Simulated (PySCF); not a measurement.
dichloromethane (CH2Cl2), SMILES ClCCl.

Geometry: r2SCAN-D4/def2-TZVP.

These are TDDFT-ωB97X/def2-SVPD (PySCF) values and carry that method's errors.

Vertical excitations. Isolated molecule, no solvent. State labels are in the subgroup C2v.

Computed lowest excited states:
| state | symmetry | energy (eV) | λ (nm) | f | main pairs |
|---|---|---|---|---|---|
| S1 | B2 | 7.18 | 173 | 0.000 | HOMO→LUMO 83 % |
| S2 | B1 | 7.43 | 167 | 0.016 | HOMO−1→LUMO 79 % |
| S3 | A2 | 7.62 | 163 | 0.000 | HOMO−2→LUMO 60 %, HOMO→LUMO+1 25 % |
| S4 | A1 | 7.82 | 159 | 0.004 | HOMO−3→LUMO 64 %, HOMO−1→LUMO+1 22 % |
| S5 | A2 | 8.71 | 142 | 0.000 | HOMO→LUMO+1 55 %, HOMO−2→LUMO 29 % |
| S6 | A1 | 8.82 | 141 | 0.004 | HOMO−1→LUMO+1 58 %, HOMO−3→LUMO 27 % |
| S7 | B2 | 8.90 | 139 | 0.053 | HOMO→LUMO+2 72 %, HOMO−2→LUMO+1 16 % |
| S8 | B1 | 9.12 | 136 | 0.017 | HOMO−1→LUMO+2 64 %, HOMO−3→LUMO+1 21 % |
| S9 | B2 | 9.35 | 133 | 0.000 | HOMO−2→LUMO+1 59 %, HOMO−2→LUMO+5 15 %, HOMO→LUMO+2 15 % |
| S10 | A2 | 9.60 | 129 | 0.000 | HOMO−2→LUMO+2 73 %, HOMO→LUMO+5 20 % |
| T1 | B2 | 6.56 | 189 | 0 | HOMO→LUMO 76 % |
| T2 | B1 | 6.65 | 186 | 0 | HOMO−1→LUMO 76 % |
| T3 | A2 | 6.87 | 180 | 0 | HOMO−2→LUMO 53 %, HOMO→LUMO+1 27 %, HOMO→LUMO+5 9 % |
| T4 | A1 | 7.03 | 176 | 0 | HOMO−3→LUMO 61 %, HOMO−1→LUMO+1 21 % |
Triplets are in the Tamm–Dancoff approximation, which puts them higher than full response would, so one can lie above its singlet here.
